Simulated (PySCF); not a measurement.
Gas-phase reaction: FO + 4 H2O + 3 BO = BF(OH)2 + 2 B(OH)3, at 1200 K and a standard pressure of 1 bar. Level: PBE/def2-SVP.

Method: PySCF energies plus ideal-gas RRHO corrections (1 bar). Open shells (unrestricted): FO (multiplicity 2, electronic degeneracy 4), BO (multiplicity 2); the rest are closed-shell singlets. Spin-orbit splitting is ignored; it lowers the true energy and changes the entropy of FO. BF(OH)2: computed as isolated molecules; such fragments, hydroxides, amides, oligomers or adducts are transient or little studied in the gas. The harmonic model lacks anharmonicity and excited electronic states, which grow with temperature; levels with a mode under 35 cm⁻¹ are left out. Internal rotation in BF(OH)2, B(OH)3 is treated as a harmonic vibration of one conformer, which makes the entropy rough.

| species | E (Ha) | H(1200 K) − E (kJ/mol) | S°(1200 K) (J/mol/K) |
|---|---|---|---|
| FO | -174.57373 | 46.3 | 264.0 |
| H2O | -76.27267 | 98.6 | 240.5 |
| BO | -99.83338 | 48.8 | 247.2 |
| BF(OH)2 | -276.01244 | 195.2 | 404.6 |
| B(OH)3 | -252.02209 | 239.5 | 417.3 |
E: electronic energy; H − E holds the zero-point and thermal terms. 1 Ha = 2625.5 kJ/mol.

Problem. Work out ΔH°, ΔS°, ΔG° and log10 K from these numbers.

Solution. 1. ΔE = 1×(-276.01244) + 2×(-252.02209) − 1×(-174.57373) − 4×(-76.27267) − 3×(-99.83338) = -0.89207 Ha = -2342.1 kJ.
2. Δ(H − E) = 1×(195.2) + 2×(239.5) − 1×(46.3) − 4×(98.6) − 3×(48.8) = 87.1 kJ, so ΔH° = -2255.0 kJ.
3. ΔS° = 1×(404.6) + 2×(417.3) − 1×(264.0) − 4×(240.5) − 3×(247.2) = -728.4 J/K; the number of gas molecules changes by -5.
4. ΔG° = ΔH° − TΔS° = -2255.0 − 1200×(-728.4)/1000 = -1380.9 kJ.
5. log10 K = −ΔG°/(RT ln 10) = 60.12, with RT ln 10 = 22.97 kJ/mol; at standard pressures the products are favoured.
6. A shift of 10 kJ in ΔE would move log10 K by 0.44 here.
For scale, ΔH°(298 K) is -2288 kJ at this level, -2295 kJ at ωB97M-V/def2-TZVP†, and runs from -2480 to -2089 kJ over the 20 levels computed († marks an energy on the PBE0/def2-TZVP geometry).
